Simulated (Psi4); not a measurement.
# SiHCl2 (SMILES Cl[SiH]Cl): UMP3/cc-pVTZ

What is the vertical ionisation energy of SiHCl2 at UMP3/cc-pVTZ? 

The results are computed with Psi4 1.11.

3 further runs of the same task are left out: 3 set aside as unsound or not needed.

**1. The system as given**

The species is SiHCl2 (4 atoms), meant as a doublet with charge 0. SMILES: `Cl[SiH]Cl`. The shape is that of a PBE0-D4/def2-TZVP optimisation.

Bond lengths: Cl1–Si2 2.047 Å, Si2–Cl3 2.047 Å, Si2–H4 1.488 Å. Angles: Cl1–Si2–Cl3 110.2°, Cl1–Si2–H4 108.0°, Cl3–Si2–H4 108.0°.

**2. A single-point energy at UMP3/cc-pVTZ**

Input file cl2hsi.xyz:

```xyz
4
Cl2HSi
Cl    -1.646600     0.177800     0.889400
Si     0.187600    -0.414200     0.200000
Cl     0.250900    -0.281300    -1.841700
H      1.208200     0.517700     0.752400
```

Input file calc.py:

```python
import psi4

psi4.set_memory(1600000000)
psi4.set_num_threads(1)
psi4.set_output_file('run.log', False)

with open('cl2hsi.xyz') as f:
    atoms = ''.join(f.readlines()[2:])
m = psi4.geometry('0 2\n' + atoms + 'symmetry c1')

options = {'basis': 'cc-pVTZ', 'reference': 'uhf', 'puream': True, 'e_convergence': 1e-09, 'd_convergence': 1e-08, 'scf_type': 'pk', 'num_frozen_docc': 15, 'maxiter': 200, 'mp_type': 'conv'}
psi4.set_options(options)

result, w = psi4.energy("mp3", molecule=m, return_wfn=True)
print('E =', round(result, 9))
```

On the command line:

```sh
$ python calc.py
```

run.log, shortened:

```text
[...]
  Running in c1 symmetry.
[...]
  Nuclear repulsion =  179.837223157490143
[...]
  Multiplicity = 2
[...]
  Nalpha       = 25
  Nbeta        = 24
[...]
    Number of basis functions: 116
[...]
   @UHF iter   1: -1208.59950040437570   -3.04389e-01   1.88438e-03 DIIS/ADIIS
[...]
   @UHF iter  13: -1208.63389013340179   -8.86757e-12   5.10916e-09 DIIS
[...]
   @S^2 Observed:                7.551437711E-01
[...]
    Orbital Energies [Eh]
    ---------------------
    Alpha Occupied:
       1A   -104.845677     2A   -104.845670     3A    -68.876208
       4A    -10.572405     5A    -10.572396     6A     -8.040085
       7A     -8.040077     8A     -8.037680     9A     -8.037673
      10A     -8.037291    11A     -8.037283    12A     -6.217835
      13A     -4.328481    14A     -4.320663    15A     -4.319509
      16A     -1.131258    17A     -1.103763    18A     -0.724381
      19A     -0.566121    20A     -0.562557    21A     -0.527683
      22A     -0.488645    23A     -0.479244    24A     -0.469828
      25A     -0.361468
    Alpha Virtual:
[...]
  @UHF Final Energy: -1208.63389013340179
   => Energetics <=
    Nuclear Repulsion Energy =            179.8372231574901434
    One-Electron Energy =               -2030.4066095030443648
    Two-Electron Energy =                 641.9354962121525432
    Total Energy =                      -1208.6338901334015645
  UHF NO Occupations:
  HONO-2 :   23  A 1.9996293
  HONO-1 :   24  A 1.9982797
[...]
 Multipole Moments:
 ------------------------------------------------------------------------------------
     Multipole            Electronic (a.u.)      Nuclear  (a.u.)        Total (a.u.)
 ------------------------------------------------------------------------------------
 L = 1.  Multiply by 2.5417464519 to convert [e a0] to [Debye]
 Dipole X            :         -1.6449445            2.0413581            0.3964135
 Dipole Y            :         -0.5869758            0.4416522           -0.1453236
 Dipole Z            :         -1.0440692            1.3440506            0.2999814
 Magnitude           :                                                    0.5179300
[...]
	SCS-MP2 Total Energy (a.u.)        : -1209.09848107603648
	SOS-MP2 Total Energy (a.u.)        : -1209.09519504950049
[...]
	SOS-PI-MP2 Total Energy (a.u.)     : -1209.13068004304660
[...]
	MP2 Total Energy (a.u.)            : -1209.10505312910891
[...]
	SCS-MP3 Total Energy (a.u.)        : -1209.10884371623843
[...]
	MP3 Total Energy (a.u.)            : -1209.14650368991647
[...]
```

The script printed:

```text
E = -1209.14650369
```

Wall time 45 s (1 thread of Intel Xeon 6975P-C (Granite Rapids), shared host); peak memory 1.3 GiB.

**3. The singlet cation, same level**

Input file cl2hsi.json:

```json
{
 "schema_name": "qcschema_input",
 "schema_version": 1,
 "molecule": {
  "schema_name": "qcschema_molecule",
  "schema_version": 2,
  "symbols": ["Cl", "Si", "Cl", "H"],
  "geometry": [-3.11162304, 0.3359933, 1.68072242, 0.35451262, -0.78272456, 0.37794522, 0.47413228, -0.53157996, -3.4803086, 2.2831671, 0.97831121, 1.42182994],
  "molecular_charge": 1,
  "molecular_multiplicity": 1,
  "fix_symmetry": "c1"
 },
 "driver": "energy",
 "model": {
  "method": "mp3",
  "basis": "cc-pVTZ"
 },
 "keywords": {
  "puream": true,
  "e_convergence": 1e-09,
  "d_convergence": 1e-08,
  "scf_type": "pk",
  "num_frozen_docc": 15,
  "mp_type": "conv"
 }
}
```

On the command line:

```sh
$ psi4 --qcschema cl2hsi.json -n 1 --memory 1600MB
```

stdout, shortened:

```text
[...]
  Running in c1 symmetry.
[...]
  Nuclear repulsion =  179.837223329013995
[...]
  Multiplicity = 1
[...]
  Nalpha       = 24
  Nbeta        = 24
[...]
    Number of basis functions: 116
[...]
   @RHF iter   1: -1208.23451446599461    6.05966e-02   2.63317e-03 ADIIS/DIIS
[...]
   @RHF iter  12: -1208.30624924720883   -1.84173e-11   5.08453e-09 DIIS
[...]
    Orbital Energies [Eh]
    ---------------------
    Doubly Occupied:
       1A   -105.086108     2A   -105.086100     3A    -69.180016
       4A    -10.809154     5A    -10.809143     6A     -8.275360
       7A     -8.275351     8A     -8.273963     9A     -8.273955
      10A     -8.273664    11A     -8.273656    12A     -6.513467
      13A     -4.620194    14A     -4.617850    15A     -4.617164
      16A     -1.351835    17A     -1.322290    18A     -0.940662
      19A     -0.787979    20A     -0.778036    21A     -0.729690
      22A     -0.697576    23A     -0.693868    24A     -0.686057
[...]
  @RHF Final Energy: -1208.30624924720883
   => Energetics <=
    Nuclear Repulsion Energy =            179.8372233290139945
    One-Electron Energy =               -2018.3406730919739402
    Two-Electron Energy =                 630.1972005157510921
    Total Energy =                      -1208.3062492472088252
[...]
 Multipole Moments:
 ------------------------------------------------------------------------------------
     Multipole            Electronic (a.u.)      Nuclear  (a.u.)        Total (a.u.)
 ------------------------------------------------------------------------------------
 L = 1.  Multiply by 2.5417464519 to convert [e a0] to [Debye]
 Dipole X            :         -0.8900448            2.0413581            1.1513132
 Dipole Y            :         -1.1296277            0.4416522           -0.6879755
 Dipole Z            :         -0.4283624            1.3440506            0.9156882
 Magnitude           :                                                    1.6239819
[...]
	SCS-MP2 Total Energy (a.u.)        : -1208.77470905224527
	SOS-MP2 Total Energy (a.u.)        : -1208.77238741603423
[...]
	SOS-PI-MP2 Total Energy (a.u.)     : -1208.80824419825171
[...]
	MP2 Total Energy (a.u.)            : -1208.77935232466712
[...]
	SCS-MP3 Total Energy (a.u.)        : -1208.78446392616979
[...]
	MP3 Total Energy (a.u.)            : -1208.81837182036543
[...]
```

The result, in JSON:

```text
{
 "driver": "energy",
 "model": {
  "method": "mp3",
  "basis": "cc-pVTZ"
 },
 "success": true,
 "return_result": -1208.8183718203654,
 "properties": {
  "calcinfo_nbasis": 116,
  "calcinfo_nmo": 116,
  "calcinfo_nalpha": 24,
  "calcinfo_nbeta": 24,
  "calcinfo_natom": 4,
  "nuclear_repulsion_energy": 179.837223329014,
  "return_energy": -1208.8183718203654,
  "scf_one_electron_energy": -2018.340673091974,
  "scf_two_electron_energy": 630.1972005157511,
  "scf_dipole_moment": [1.15131322047231, -0.6879754804539957, 0.9156881596795563],
  "scf_total_energy": -1208.3062492472088,
  "scf_iterations": 12,
  "mp2_same_spin_correlation_energy": -0.11453525528475196,
  "mp2_opposite_spin_correlation_energy": -0.35856782217347255,
  "mp2_singles_energy": 0.0,
  "mp2_doubles_energy": -0.4731030774582245,
  "mp2_correlation_energy": -0.4731030774582905,
  "mp2_total_energy": -1208.7793523246671
 }
}
```

Wall time 33 s (1 thread of Intel Xeon 6975P-C (Granite Rapids), shared host); peak memory 1.3 GiB.

**4. Outcome**

At UMP3/cc-pVTZ, 15 core orbitals frozen:

```
                                                                  quantity           value
                                              doublet SiHCl2: total energy  -1209.14650 Eh
doublet SiHCl2: HOMO energy (Hartree–Fock orbitals) (highest over α and β)        -9.84 eV
 doublet SiHCl2: LUMO energy (Hartree–Fock orbitals) (lowest over α and β)         0.74 eV
              doublet SiHCl2: correlation energy (15 core orbitals frozen)      -512.6 mEh
                         doublet SiHCl2: ⟨S²⟩ of the reference determinant           0.755
                                              singlet cation: total energy  -1208.81837 Eh
                       singlet cation: HOMO energy (Hartree–Fock orbitals)       -18.67 eV
                       singlet cation: LUMO energy (Hartree–Fock orbitals)        -7.88 eV
                     singlet cation: HOMO–LUMO gap (Hartree–Fock orbitals)        10.79 eV
              singlet cation: correlation energy (15 core orbitals frozen)      -512.1 mEh
                        vertical ionisation energy (to the singlet cation)        8.929 eV
```

**Reading.** The vertical ionisation energy comes to 8.93 eV (206 kcal/mol). Only the singlet of the ionised species was computed; a triplet could lie lower.
